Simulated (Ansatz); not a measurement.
bcc Mo, treated with r²SCAN in Ansatz (plane waves, PAW).

Numerical settings: plane-wave cutoff 500 eV, 4×4×4 k mesh, Fermi–Dirac smearing 0.1 eV, cell of 54 sites, scalar-relativistic PAW data made under PBE.

Task: Estimate the vacancy formation energy and vacancy formation energy before relaxation that the calculation returns.

Result: 
- vacancy formation energy: 3.14 eV
- vacancy formation energy before relaxation: 3.19 eV

Measured, for comparison: vacancy formation energy 3.12 ± 0.1 eV (midpoint of the printed range, monovacancy, our sources range from 3.12 to 3.60; as tabulated in Byggmästar et al. (2020), arXiv:2006.14365). Computed (rounded) less measured: vacancy formation energy not scored (sources differ).

Note: energies are extrapolated to zero smearing, and mesh and cell size move such values by some hundredths of an eV or more.

Static lattice: no zero-point or thermal effects.

Ansatz is a first-principles code.
